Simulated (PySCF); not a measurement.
Two-dimensional NMR puzzle

Compound of formula C4H9Cl. Correlations simulated from computed shifts and the bond graph:

HSQC (one-bond C–H):
```csv
δH,δC
1.59,36.4
```

HMBC (two and three bonds, from the bond graph):
```csv
δH,δC
1.59,"69.4, 36.4"
```

Carbons without hydrogens: δ 69.4.

How the numbers were obtained: structure optimised with GFN2-xTB, PBE0/pcSseg-1 with gauge-including orbitals, in PySCF 2.14 (no solvent, non-relativistic, one computed conformer, averaged over atoms made equivalent by symmetry, fast rotation or ring inversion).

Scale: TMS for 1H (σref 31.72), 13C (σref 186.93) (reference shieldings calculated alike).

Exchangeable hydrogens are left out of these lists.

Problem. Assemble the structure.

Solution. SMILES CC(C)(C)Cl.

Numbering as in the mapped SMILES `[CH3:1][C:2]([CH3:3])([CH3:4])[Cl:5]`; H(Xn) means a hydrogen on atom n.

1. δC 69.4 is C2, a fully substituted sp3 carbon bonded to Cl.
2. δC 36.4 is C1/C3/C4, a methyl carbon (δH 1.59).
3. HMBC from δH 1.59 reaches the proton-free carbon C2.

Carbons that carry Cl, above all several Cl atoms, come out too deshielded, partly because spin–orbit coupling is missing. Shifts are as computed. Against solution values, carbons near 30 ppm lie about +3 ppm off and those near 130 ppm about +5 ppm. Of 246 compounds with measured shifts, 49 miss one by over three times the rms of a fit or turn the order of signals round; such compounds aren't used in these exercises.
